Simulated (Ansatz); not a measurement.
A made-up structure of CH$_{2}$NaSi, doublet:

C1  (-0.523, 0.574, -0.419)
Si2  (-0.298, -1.030, 0.184)
Na3  (2.035, -1.802, 1.494)
H4  (3.670, -1.464, 2.539)
H5  (0.217, 1.368, -0.327)
(Å)

It is relaxed with PBE-D4/def2-SVP and then PBE0-D4/def2-TZVP (Ansatz 0.2.0). Atoms count as bonded within 1.22 times the sum of their covalent radii (H–H: 0.88 Å). The end point is not checked to be a true minimum.

(1) Does its bonding change? (Judge from chemistry; the calculation decides.)

Results:

(1) By the calculation: Yes. Formed: C1–Na3, Si2–H4; broken: none.

Where it ends: The first stage lowers the energy by 1.17 eV in 13 steps. It ends as CH₂NaSi ([H]1[Na]2[CH][Si]12):
```xyz
5
angstrom
C 0.5999 0.1413 0.2468
Si 0.1750 -1.0192 1.4344
Na 2.7776 -0.6048 0.3285
H 1.5152 -1.7665 1.7532
H 0.0326 0.8953 -0.2909
```

Labels in which every atom is bracketed show which atoms are joined, not bond orders.

For scale, one of the runs: PBE0-D4/def2-TZVP relaxation, 112 basis functions, launched by `ansatz run in.yaml --threads 2 --pin off --events-out ev --progress --plain --max-ram 4352MiB`. The run took about 96 s on 2 CPU threads of an Arm Neoverse V2 (shared host).
